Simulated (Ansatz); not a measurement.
Input file:

```yaml
crystal:
  periodic: [false, false, false]
  atoms:
    - {symbol: Al, position_ang: [0.000000, 0.000000, 0.000000]}
    - {symbol: H, position_ang: [0.000000, 0.000000, 2.623000]}
basis:
  gaussian: {orbitals: def2-SVPD}
total_charge: 1
magnetization: {spin_polarized: false, initial_magnetization: 1}
correlation: {method: bccd_t, electrons: outside_noble_gas}
```

```sh
$ ansatz run in.yaml --threads 1 --pin off --events-out ev --progress --plain --max-ram 2393MiB
```

Output:

```
291 factors; integrals over basis functions are off by at most 5.4e-4 eV
mean field evaluation 1: about -6586.7280 eV, gradient 4.3e0 eV
mean field evaluation 2: about -6586.7281 eV, gradient 4.3e0 eV
mean field evaluation 4: about -6587.4451 eV, gradient 9.2e-1 eV
mean field evaluation 8: about -6587.4554 eV, gradient 1.1e-3 eV
mean field evaluation 16: about -6587.4554 eV, gradient 1.6e-6 eV
mean field -6587.45539183 eV, -242.0845205120 hartree, gradient 1.6e-6 eV, S^2 0.750000; 0 other end points of the search recorded, 0 dependent functions left out
mean field evaluation 32: about -6587.4894 eV, gradient 9.5e-2 eV
5 core orbitals not correlated: weight in the atoms' cores, before any rotation towards them, 1.000 or more for the frozen orbitals, at most 0.000 for the correlated occupied ones
reference -6587.45539183 eV, -242.0845205120 hartree; 2, 1 occupied and 25, 26 virtual orbitals, 291 factors
second order -0.73977186 eV of doubles, -0.00781240 eV of singles
cycle   1  -0.96898267 eV  change   -2.2e-1 eV  update   5.7e-2
cycle   2  -1.10635308 eV  change   -1.4e-1 eV  update   2.7e-2
cycle   3  -1.11490378 eV  change   -8.6e-3 eV  update   7.5e-3
cycle   4  -1.11989658 eV  change   -5.0e-3 eV  update   4.5e-3
cycle   5  -1.11781163 eV  change    2.1e-3 eV  update   2.3e-3
cycle   6  -1.11842713 eV  change   -6.2e-4 eV  update   8.4e-4
cycle   7  -1.11919452 eV  change   -7.7e-4 eV  update   4.0e-4
cycle   8  -1.11895960 eV  change    2.3e-4 eV  update   1.6e-4
cycle   9  -1.11912882 eV  change   -1.7e-4 eV  update   4.7e-5
cycle  10  -1.11912236 eV  change    6.5e-6 eV  update   1.0e-5
cycle  11  -1.11912692 eV  change   -4.6e-6 eV  update   3.0e-6
cycle  12  -1.11912719 eV  change   -2.6e-7 eV  update   9.3e-7
perturbative correction -0.00419506 eV, -0.0001541658 hartree
Total energy: -6588.57871408 eV, -242.1258018433 hartree
```

Ran on 1 thread of Arm Neoverse V2, shared host: 0.33 s wall, 0.22 GiB peak host memory.
